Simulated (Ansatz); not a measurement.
**BHF2: taking an electron away**

How much energy removes an electron from BHF2 at fixed geometry? The cation is run at each level and the neutral's energy taken from earlier runs.

The runs use Ansatz 0.2.0, Gaussian basis; unrestricted cation, the program's frozen cores in correlated methods.

The runs, in order: UKS PBE-D4/def2-TZVPP; UKS r2SCAN-D4/def2-TZVPP; UKS PBE0-D4/def2-TZVPP; UKS B3LYP-D4/def2-TZVPP; UKS wB97X-V/def2-TZVPP; UKS wB97M-V/def2-TZVPP; UKS B2PLYP/def2-TZVPP; UHF-CCSD(T)/def2-TZVPP; UHF-MP2/def2-QZVPP; extrapolation to the limit; then −ε(HOMO) from the neutral's earlier runs with LDA (SPW92), PBE-D4, revPBE-D4, BLYP-D4, r2SCAN-D4, B97M-V, PBE0-D4, B3LYP-D4, r2SCANh-D4, r2SCAN0-D4, HSE06-D4, BHLYP-D4, CAM-B3LYP-D4, LC-ωPBE, ωB97X-V, ωB97M-V.

## 1. The geometry

An earlier PBE0-D4 in a triple-zeta def2 set relaxation fixed the geometry.

SMILES `FBF`, 4 atoms, charge 0, spin multiplicity 1.

Atoms are counted from 1 here; the program's logs count them from 0.

Bond lengths: F1–B2 1.313 Å, B2–F3 1.313 Å, B2–H4 1.191 Å. Angles: F1–B2–F3 118.1°, F1–B2–H4 121.0°, F3–B2–H4 121.0°.

## 2. Cation, UKS PBE-D4/def2-TZVPP

in.yaml

```yaml
crystal:
  periodic: [false, false, false]
  atoms:
    - {symbol: F, position_ang: [1.154269, 0.456937, -0.361900]}
    - {symbol: B, position_ang: [-0.001854, -0.031047, 0.025217]}
    - {symbol: F, position_ang: [-1.095412, 0.528685, -0.438931]}
    - {symbol: H, position_ang: [-0.056993, -0.954565, 0.775613]}
basis:
  gaussian: {orbitals: def2-TZVPP}
total_charge: 1
magnetization: {spin_polarized: true, initial_magnetization: 1}
hamiltonian: {xc: pbe, dispersion: d4}
```

The log of the run:

```text
Functional definition: PBE
  name "PBE"
  cite "Perdew, Burke & Ernzerhof, Phys. Rev. Lett. 77, 3865 (1996) doi:10.1103/PhysRevLett.77.3865"
  parent pbe
  parameter kappa = 0.804
  parameter beta = 0.06672455060314922
  exchange = pbe_x(kappa = kappa, mu = beta*pi^2/3)
  correlation = pbe_c(beta = beta)
540 factors; their error is unknown
mean field evaluation 1: about -6098.1233 eV, gradient 7.1e1 eV
mean field evaluation 2: about -6012.9874 eV, gradient 1.7e2 eV
mean field evaluation 4: about -6111.2296 eV, gradient 1.5e1 eV
mean field evaluation 8: about -6112.1893 eV, gradient 1.2e-1 eV
mean field evaluation 16: about -6112.1827 eV, gradient 1.0e-4 eV
mean field -6112.18273218 eV, -224.6185724214 hartree, gradient 3.5e-5 eV, S^2 0.752364; 2 other end points of the search recorded, 0 dependent functions left out
reference -6112.18275499 eV, -224.6185732596 hartree; 12, 11 occupied and 95, 96 virtual orbitals, 540 factors
Total energy: -6112.20483937 eV, -224.6193848455 hartree
```

Wall time 1.7 s (2 threads, shared host).

The neutral molecule at this level: -6125.7064 eV. Difference: 13.502 eV. ⟨S²⟩ = 0.752.

## 3. Cation, UKS r2SCAN-D4/def2-TZVPP

Edit in.yaml of step 2 so:

```diff
@@ -11,2 +11,2 @@
 magnetization: {spin_polarized: true, initial_magnetization: 1}
-hamiltonian: {xc: pbe, dispersion: d4}
+hamiltonian: {xc: r2scan, dispersion: d4}
```

The log of the run:

```text
Functional definition: r2SCAN
  name "r2SCAN"
  cite "Furness, Kaplan, Ning, Perdew & Sun, J. Phys. Chem. Lett. 11, 8208 (2020) doi:10.1021/acs.jpclett.0c02405"
  cite "Furness, Kaplan, Ning, Perdew & Sun, J. Phys. Chem. Lett. 11, 9248 (2020) doi:10.1021/acs.jpclett.0c03077"
  parent r2scan
  parameter k0 = 0.174
  parameter k1 = 0.065
  parameter a1 = 4.9479
  exchange = r2scan_x(k0 = k0, k1 = k1, a1 = a1)
  correlation = r2scan_c
540 factors; their error is unknown
mean field evaluation 1: about -6103.1134 eV, gradient 6.7e1 eV
mean field evaluation 2: about -6044.6441 eV, gradient 1.5e2 eV
mean field evaluation 4: about -6115.1977 eV, gradient 1.1e1 eV
mean field evaluation 8: about -6115.6331 eV, gradient 2.4e-1 eV
mean field evaluation 16: about -6115.6291 eV, gradient 1.3e-4 eV
mean field -6115.62907063 eV, -224.7452230234 hartree, gradient 1.9e-5 eV, S^2 0.756059; 2 other end points of the search recorded, 0 dependent functions left out
reference -6115.62907687 eV, -224.7452232527 hartree; 12, 11 occupied and 95, 96 virtual orbitals, 540 factors
Total energy: -6115.63411137 eV, -224.7454082671 hartree
```

It took 3.5 s on 2 threads, shared host.

The neutral molecule at this level: -6129.3510 eV. Difference: 13.717 eV. ⟨S²⟩ = 0.756.

## 4. Cation, UKS PBE0-D4/def2-TZVPP

Edit in.yaml of step 3 so:

```diff
@@ -11,2 +11,2 @@
 magnetization: {spin_polarized: true, initial_magnetization: 1}
-hamiltonian: {xc: r2scan, dispersion: d4}
+hamiltonian: {xc: pbe0, dispersion: d4}
```

The log of the run:

```text
Functional definition: PBE0
  name "PBE0"
  cite "Adamo & Barone, J. Chem. Phys. 110, 6158 (1999) doi:10.1063/1.478522"
  cite "Perdew, Burke & Ernzerhof, Phys. Rev. Lett. 77, 3865 (1996) doi:10.1103/PhysRevLett.77.3865"
  parent pbe
  parameter a = 0.25
  parameter kappa = 0.804
  parameter beta = 0.06672455060314922
  exchange = (1 - a)*pbe_x(kappa = kappa, mu = beta*pi^2/3) + a*exact_x
  correlation = pbe_c(beta = beta)
540 factors; their error is unknown
mean field evaluation 1: about -6100.7433 eV, gradient 6.3e1 eV
mean field evaluation 2: about -6064.3595 eV, gradient 1.2e2 eV
mean field evaluation 4: about -6111.7052 eV, gradient 5.6e0 eV
mean field evaluation 8: about -6111.8319 eV, gradient 1.8e-1 eV
mean field evaluation 16: about -6111.8554 eV, gradient 1.7e-4 eV
mean field -6111.85536178 eV, -224.6065417811 hartree, gradient 3.8e-5 eV, S^2 0.756263; 4 other end points of the search recorded, 0 dependent functions left out
reference -6111.85537717 eV, -224.6065423465 hartree; 12, 11 occupied and 95, 96 virtual orbitals, 540 factors
Total energy: -6111.87332125 eV, -224.6072017793 hartree
```

Wall time 1.9 s (2 threads, shared host).

Less the neutral's -6125.8732 eV (earlier run), this gives 14.000 eV. ⟨S²⟩ = 0.756.

## 5. Cation, UKS B3LYP-D4/def2-TZVPP

Edit in.yaml of step 4 so:

```diff
@@ -11,2 +11,2 @@
 magnetization: {spin_polarized: true, initial_magnetization: 1}
-hamiltonian: {xc: pbe0, dispersion: d4}
+hamiltonian: {xc: {name: B3LYP}, dispersion: d4}
```

The log of the run, shortened:

```text
Functional definition: B3LYP
  name "B3LYP"
  cite "Stephens, Devlin, Chabalowski & Frisch, J. Phys. Chem. 98, 11623 (1994) doi:10.1021/j100096a001"
  cite "Becke, Phys. Rev. A 38, 3098 (1988) doi:10.1103/PhysRevA.38.3098"
  cite "Lee, Yang & Parr, Phys. Rev. B 37, 785 (1988) doi:10.1103/PhysRevB.37.785"
  cite "Vosko, Wilk & Nusair, Can. J. Phys. 58, 1200 (1980) doi:10.1139/p80-159"
[...]
540 factors; their error is unknown
[...]
mean field -6118.24034761 eV, -224.8411856823 hartree, gradient 1.3e-5 eV, S^2 0.755326; 2 other end points of the search recorded, 0 dependent functions left out
reference -6118.24049095 eV, -224.8411909500 hartree; 12, 11 occupied and 95, 96 virtual orbitals, 540 factors
Total energy: -6118.27622362 eV, -224.8425041014 hartree
```

Run time: 1.8 s. Hardware: 2 threads, shared host.

Less the neutral's -6132.3243 eV (earlier run), this gives 14.048 eV. ⟨S²⟩ = 0.755.

## 6. Cation, UKS wB97X-V/def2-TZVPP

Edit in.yaml of step 5 so:

```diff
@@ -11,2 +11,2 @@
 magnetization: {spin_polarized: true, initial_magnetization: 1}
-hamiltonian: {xc: {name: B3LYP}, dispersion: d4}
+hamiltonian: {xc: {name: wB97X-V}}
```

The log of the run, shortened:

```text
Functional definition: wB97X-V
  name "wB97X-V"
  cite "Mardirossian & Head-Gordon, Phys. Chem. Chem. Phys. 16, 9904 (2014) doi:10.1039/C3CP54374A"
  cite "Becke, J. Chem. Phys. 107, 8554 (1997) doi:10.1063/1.475007"
  cite "Vydrov & Van Voorhis, J. Chem. Phys. 133, 244103 (2010) doi:10.1063/1.3521275"
[...]
      + integral(e_c_pw_opposite_spin*poly(b97_u_opposite, cos0, cos1)) + vv10(b, c)
540 factors; their error is unknown
121 factors; integrals over basis functions are off by at most 1.3e-5 eV
[...]
mean field -6115.83976308 eV, -224.7529658282 hartree, gradient 4.7e-5 eV, S^2 0.756589; 4 other end points of the search recorded, 0 dependent functions left out
reference -6115.83976216 eV, -224.7529657942 hartree; 12, 11 occupied and 95, 96 virtual orbitals, 540 factors
Total energy: -6115.83976216 eV, -224.7529657942 hartree
```

Wall time 5 s (2 threads, shared host).

The neutral molecule at this level: -6130.0232 eV. Difference: 14.183 eV. ⟨S²⟩ = 0.757.

## 7. Cation, UKS wB97M-V/def2-TZVPP

Edit in.yaml of step 6 so:

```diff
@@ -11,2 +11,2 @@
 magnetization: {spin_polarized: true, initial_magnetization: 1}
-hamiltonian: {xc: {name: wB97X-V}}
+hamiltonian: {xc: {name: wB97M-V}}
```

The log of the run, shortened:

```text
Functional definition: wB97M-V
  name "wB97M-V"
  cite "Mardirossian & Head-Gordon, J. Chem. Phys. 144, 214110 (2016) doi:10.1063/1.4952647"
  cite "Becke, J. Chem. Phys. 107, 8554 (1997) doi:10.1063/1.475007"
  cite "Vydrov & Van Voorhis, J. Chem. Phys. 133, 244103 (2010) doi:10.1063/1.3521275"
  # Of w^i u^j: cxij and so on, Table III.
[...]
  gx(w, u) = 1 - cx + cx01*u + cx10*w
  gss(w, u) = css00 + css04*u^4 + css10*w + css20*w^2 + css43*w^4*u^3
  gos(w, u) = cos00 + cos10*w + (cos20 + cos21*u)*w^2 + (cos60 + cos61*u)*w^6
[...]
      + integral(e_c_pw_mod_opposite_spin*gos(b97_w_opposite, b97_u_opposite)) + vv10(b, c)
540 factors; their error is unknown
121 factors; integrals over basis functions are off by at most 1.3e-5 eV
[...]
mean field -6116.27671881 eV, -224.7690236550 hartree, gradient 4.2e-5 eV, S^2 0.755556; 4 other end points of the search recorded, 0 dependent functions left out
reference -6116.27674573 eV, -224.7690246443 hartree; 12, 11 occupied and 95, 96 virtual orbitals, 540 factors
Total energy: -6116.27674573 eV, -224.7690246443 hartree
```

It took 5.5 s on 2 threads, shared host.

The neutral molecule at this level: -6130.4473 eV. Difference: 14.171 eV. ⟨S²⟩ = 0.756.

## 8. Cation, UKS B2PLYP (frozen core)/def2-TZVPP

Edit in.yaml of step 7 so:

```diff
@@ -11,2 +11,2 @@
 magnetization: {spin_polarized: true, initial_magnetization: 1}
-hamiltonian: {xc: {name: wB97M-V}}
+hamiltonian: {xc: {name: B2PLYP}}
```

The log of the run, shortened:

```text
Functional definition: B2PLYP
  name "B2PLYP"
  cite "Grimme, J. Chem. Phys. 124, 034108 (2006) doi:10.1063/1.2148954"
  cite "Becke, Phys. Rev. A 38, 3098 (1988) doi:10.1103/PhysRevA.38.3098"
  cite "Lee, Yang & Parr, Phys. Rev. B 37, 785 (1988) doi:10.1103/PhysRevB.37.785"
[...]
690 factors; integrals over basis functions are off by at most 8.3e-4 eV
[...]
mean field -6109.26374935 eV, -224.5113017809 hartree, gradient 9.5e-6 eV, S^2 0.762230; 4 other end points of the search recorded, 0 dependent functions left out
3 core orbitals not correlated: weight in the atoms' cores, before any rotation towards them, 1.000 or more for the frozen orbitals, at most 0.000 for the correlated occupied ones
reference -6109.26383766 eV, -224.5113050261 hartree; 9, 8 occupied and 95, 96 virtual orbitals, 690 factors
second order -19.44572228 eV of doubles, -0.00000000 eV of singles
Total energy: -6114.51418267 eV, -224.7042516466 hartree
```

Run time: 4.6 s. Hardware: 2 threads, shared host.

The neutral molecule at this level: -6128.6377 eV. Difference: 14.124 eV. ⟨S²⟩ = 0.762.

## 9. Cation, UHF-CCSD(T)/def2-TZVPP

Edit in.yaml of step 8 so:

```diff
@@ -11,2 +11,3 @@
 magnetization: {spin_polarized: true, initial_magnetization: 1}
-hamiltonian: {xc: {name: B2PLYP}}
+correlation: {method: ccsd_t}
+scf: {omitted_lower_state_checks: [cluster_reference]}
```

The log of the run, shortened:

```text
Functional definition: HF
  name "HF"
  cite "Fock, Z. Phys. 61, 126 (1930) doi:10.1007/BF01340294"
  parent pbe
[...]
690 factors; integrals over basis functions are off by at most 8.3e-4 eV
[...]
mean field -6091.21040986 eV, -223.8478537918 hartree, gradient 8.2e-6 eV, S^2 0.764921; 4 other end points of the search recorded, 0 dependent functions left out
3 core orbitals not correlated: weight in the atoms' cores, before any rotation towards them, 1.000 or more for the frozen orbitals, at most 0.000 for the correlated occupied ones
reference -6091.21040986 eV, -223.8478537918 hartree; 9, 8 occupied and 95, 96 virtual orbitals, 690 factors
second order -15.93982616 eV of doubles, -0.00000000 eV of singles
cycle   1  -15.44394211 eV  change    5.0e-1 eV  update   1.2e-1
[...]
cycle  13  -16.01688307 eV  change    1.8e-5 eV  update   6.3e-6
perturbative correction -0.58750677 eV, -0.0215904756 hartree
Total energy: -6107.81479970 eV, -224.4580538636 hartree
Checks for a lower state left out: cluster_reference
```

Run time: 20 s. Hardware: 2 threads, shared host; peak memory 0.86 GiB.

Less the neutral's -6122.1930 eV (earlier run), this gives 14.378 eV. ⟨S²⟩ = 0.765. T1 = 0.033 (report).

## 10. Cation, UHF-MP2/def2-QZVPP

Edit in.yaml of step 9 so:

```diff
@@ -8,6 +8,6 @@
 basis:
-  gaussian: {orbitals: def2-TZVPP}
+  gaussian: {orbitals: "def2-QZVPP.json"}
 total_charge: 1
 magnetization: {spin_polarized: true, initial_magnetization: 1}
-correlation: {method: ccsd_t}
+correlation: {method: mp2}
 scf: {omitted_lower_state_checks: [cluster_reference]}
```

The log of the run, shortened:

```text
Functional definition: HF
  name "HF"
  cite "Fock, Z. Phys. 61, 126 (1930) doi:10.1007/BF01340294"
  parent pbe
[...]
1246 factors; integrals over basis functions are off by at most 8.4e-4 eV
[...]
mean field -6091.50019485 eV, -223.8585031936 hartree, gradient 8.9e-6 eV, S^2 0.764970; 4 other end points of the search recorded, 0 dependent functions left out
3 core orbitals not correlated: weight in the atoms' cores, before any rotation towards them, 1.000 or more for the frozen orbitals, at most 0.000 for the correlated occupied ones
reference -6091.50019485 eV, -223.8585031936 hartree; 9, 8 occupied and 189, 190 virtual orbitals, 1246 factors
second order -17.35485128 eV of doubles, -0.00000000 eV of singles
Total energy: -6108.85504613 eV, -224.4962822147 hartree
Checks for a lower state left out: cluster_reference
```

Wall time 14 s (2 threads, shared host); peak memory 0.43 GiB.

## 11. The basis-set limit

No new run: Hartree-Fock is extrapolated as exp(−7.88√X) and correlation as X^−2.97, with X = 3 and 4; only MP2 was run in the larger set, so CCSD(T) minus MP2 is added from the smaller one.

```
  level  energy at the limit (eV)
     HF                -6091.5401
    MP2                -6109.9431
   CCSD                -6110.0202
CCSD(T)                -6110.6077
```

The neutral's limit, from its own earlier runs, is -6125.1271 eV in the additive form (MP2 limit plus CCSD(T) minus MP2 in triple zeta), in which the cation has -6110.6077 eV.

## 12. Ionisation energies side by side

```
            method  ionisation energy (eV)  from CCSD(T)/CBS (eV)   time
            PBE-D4                   13.50                  -1.02  2.5 s
         r2SCAN-D4                   13.72                  -0.80  5.1 s
           PBE0-D4                   14.00                  -0.52  2.5 s
          B3LYP-D4                   14.05                  -0.47  2.7 s
           ωB97X-V                   14.18                  -0.34  7.2 s
           ωB97M-V                   14.17                  -0.35  8.4 s
            B2PLYP                   14.12                  -0.40  5.7 s
     HF/def2-TZVPP                   14.10                  -0.42       
    MP2/def2-TZVPP                   14.37                  -0.15       
   CCSD/def2-TZVPP                   14.50                  -0.02       
CCSD(T)/def2-TZVPP                   14.38                  -0.14   24 s
       CCSD(T)/CBS                   14.52                      0   83 s
```

Among the levels timed on like hardware and quicker than the yardstick, those that no quicker one beats, quickest first: PBE0-D4 (2.5 s, -0.52 eV); B3LYP-D4 (2.7 s, -0.47 eV); B2PLYP (5.7 s, -0.40 eV); ωB97X-V (7.2 s, -0.34 eV); CCSD(T)/def2-TZVPP (24 s, -0.14 eV).

Times add the cation's run and the neutral's; HF, MP2 and CCSD come out of the CCSD(T) runs.

For comparison, −ε(HOMO) of the neutral from earlier runs:

```
  functional  −ε(HOMO) (eV)  by energy difference (eV)
 LDA (SPW92)           9.21                           
      PBE-D4           9.10                      13.50
   revPBE-D4           9.05                           
     BLYP-D4           9.08                           
   r2SCAN-D4           9.54                      13.72
      B97M-V           9.63                           
     PBE0-D4          10.86                      14.00
    B3LYP-D4          10.64                      14.05
  r2SCANh-D4          10.18                           
  r2SCAN0-D4          11.15                           
    HSE06-D4          10.44                           
    BHLYP-D4          12.59                           
CAM-B3LYP-D4          12.43                           
     LC-ωPBE          13.77                           
     ωB97X-V          13.42                      14.18
     ωB97M-V          13.27                      14.17
```

## 13. What came out

| quantity | value |
| --- | --- |
| ionisation energy, CCSD(T)/CBS | 14.52 eV |
| nearest functional by difference | ωB97X-V (-0.34 eV) |
| nearest −ε(HOMO) | LC-ωPBE (-0.75 eV) |
| −ε(HOMO) of PBE | 9.10 eV |
| T1 of the cation | 0.033 |

**Reading.** By cation minus neutral, the functionals miss by 1.02 eV at most. The PBE orbital energy is 5.4 eV too small: a semilocal HOMO is no ionisation energy. Among orbital estimates LC-ωPBE comes nearest. Hartree-Fock falls 0.42 eV short, as the neutral has more correlation energy than the cation. The cation's T1 (from the report) is 0.033, near the customary mark of 0.045 for open shells, so the coupled-cluster value is less safe. The cation may have settled in a state other than its lowest; no search over hole states beyond the program's own was made.

CCSD(T)/def2-TZVPP reaches 0.14 eV from the reference in 24 s, where CCSD(T)/CBS took 83 s; the quickest level in the cost chart, PBE0-D4, takes 2.5 s and misses by 0.52 eV.
